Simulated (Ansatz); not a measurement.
**Lattice parameter a of some cubic elemental solids other than molecular ones**

Method: r²SCAN50 in Ansatz (PAW). References are measured values corrected to a static lattice. The table is a random draw of 6 from 15 solids with such references.

Values in Å.

```json
[
 {"solid": "bcc Cs", "reference": "6.039¶", "r²SCAN50": "6.337", "error (%)": "+4.93"},
 {"solid": "fcc Pb", "reference": "4.902¶", "r²SCAN50": "4.957", "error (%)": "+1.12"},
 {"solid": "bcc Mo", "reference": "3.141", "r²SCAN50": "3.119", "error (%)": "-0.70"},
 {"solid": "bcc Li", "reference": "3.449¶", "r²SCAN50": "3.506", "error (%)": "+1.65"},
 {"solid": "fcc Ag", "reference": "4.062", "r²SCAN50": "4.131", "error (%)": "+1.70"},
 {"solid": "bcc V", "reference": "3.021", "r²SCAN50": "2.937", "error (%)": "-2.78"}
]
```

Over these 6 solids the mean error is +0.99 %, the mean absolute error 2.15 % (median 1.68 %), and the worst case bcc Cs at +4.93 %; the value is too high in 4 of 6 cases. Over all 15, from unrounded values, the mean error is +1.07 % and the mean absolute error 1.88 % (median 1.16 %). Caveats on values not shown: the cell is over a tenth larger than the published one: the level's own overestimate first of all, though another phase or state, or a fault of the published cell, is possible (1).

All these references are brought to a static lattice.

Spin–orbit coupling is left out, also for the solids with elements from indium on (bcc Cs, fcc Pb); its size isn't shown.

¶ marks references of a special kind: bcc Cs, 6.039 Å (measured, low-temperature or extrapolated to 0 K; zero-point anharmonic expansion removed; as tabulated in Csonka et al. (2009), arXiv:0903.4037); fcc Pb, 4.902 Å (measured, low-temperature or extrapolated to 0 K; zero-point anharmonic expansion removed, our sources range from 4.902 to 4.912; as tabulated in Csonka et al. (2009), arXiv:0903.4037); bcc Li, 3.449 Å (measured, low-temperature or extrapolated to 0 K; zero-point anharmonic expansion removed, our sources range from 3.443 to 3.453; as tabulated in Csonka et al. (2009), arXiv:0903.4037).

Exact exchange on metals is sensitive to the k mesh.

Differences are worked out from the printed values.

Ansatz's density-functional and Hartree–Fock values are scalar-relativistic unless marked +SOC, with PAW data made under PBE.

Ansatz's runs of these crystals have no spin polarisation. Meta-GGAs and exact exchange favour moments, which can bear on bcc V.

Not in this set, of the elemental solids other than molecular ones with a reference value in our tables and a result at some level: 19 for a reference at room or unstated temperature; 14 for no value at r²SCAN50 (not run, a failed fit, an unstable or unbound cell, or a value held back for tests); 4 for a high-temperature or high-pressure phase. These can be a level's best or worst cases. At least 1 more with a reference value is held back for tests. Solids without a released value at any level aren't counted. Layered and molecular crystals are counted apart. The metals Ce to Yb are counted apart.

References as tabulated in Csonka et al. (2009), arXiv:0903.4037; Mejia-Rodriguez and Trickey (2018), arXiv:1807.09216.

Ansatz is a program for electronic structure.
